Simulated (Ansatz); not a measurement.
`CC1(C)COC1` + `[OH][AlH2]` → `C[O][AlH2]` + `CC1COC1`  (substitution at a C–C bond)

Gas-phase electronic energies from Ansatz, PBE0-D4/def2-TZVP geometries. CCSD(T)/CBS adds triple-zeta CCSD(T) − MP2 to the extrapolated MP2 energy (def2 sets, frozen cores). This one scheme is used for every species.

`CC1(C)COC1`:

Z-matrix (Å, degrees):
```
C
C 1 1.514
H 1 1.093 2 111.2
H 1 1.094 2 110.9 3 -120.2
H 1 1.094 2 110.9 3 120.2
C 2 1.514 1 111.8 3 180.0
C 2 1.540 1 114.7 3 -47.3
C 2 1.540 1 114.7 3 47.3
H 6 1.093 2 111.2 1 180.0
H 6 1.094 2 110.9 1 -59.8
H 6 1.094 2 110.9 1 59.8
O 7 1.432 2 92.3 1 114.5
H 7 1.096 2 115.4 1 -129.9
H 7 1.096 2 115.4 1 -1.0
H 8 1.096 2 115.4 1 129.9
H 8 1.096 2 115.4 1 1.0
```

`[OH][AlH2]`:

Cartesian coordinates in Å:
```
O 0.788 0.020 -0.927
Al -0.318 -0.217 0.336
H 1.128 0.879 -1.174
H -0.836 1.027 1.171
H -0.763 -1.708 0.593
```

`C[O][AlH2]`:

Cartesian coordinates in Å:
```
C -0.917 0.506 -0.703
O -0.299 -0.565 -0.052
Al 1.101 -0.726 0.873
H -1.010 0.293 -1.773
H -0.361 1.446 -0.591
H -1.925 0.659 -0.303
H 1.998 0.557 1.128
H 1.413 -2.171 1.421
```

`CC1COC1`:

```xyz
13

C     0.877   -0.072   -1.224
C     0.208   -0.428    0.080
C     0.194    0.620    1.200
O    -1.231    0.531    1.331
C    -1.319   -0.305    0.170
H     1.964   -0.022   -1.111
H     0.660   -0.814   -1.997
H     0.533    0.901   -1.587
H     0.556   -1.398    0.439
H     0.708    0.363    2.131
H     0.509    1.621    0.879
H    -1.884   -1.221    0.366
H    -1.775    0.224   -0.677
```

```csv
level,ΔE (kcal/mol)
HF/def2-QZVPP,12.2
SCS-MP2/def2-QZVPP,17.4
```

**Question.** What does CCSD(T)/CBS give? (An estimate is asked.)

**Answer.** Ansatz gave: +17.8 kcal/mol. The listed levels differ from it by -5.6, -0.4 kcal/mol.

Largest T1 diagnostic among the species: 0.012.

The D4 term adds +1.7 kcal/mol with B3LYP and +0.9 kcal/mol with PBE0; it sums over pairs of atoms, weighted by their polarisabilities, and B3LYP, whose exchange is more repulsive, gets the larger term. In def2-TZVPP, CCSD(T) changes the Hartree–Fock value by +5.0 kcal/mol (the triples alone add +0.6 kcal/mol) and MP2 by +6.8 kcal/mol.

B3LYP here is the variant with VWN-RPA as its local correlation; programs differ in this.
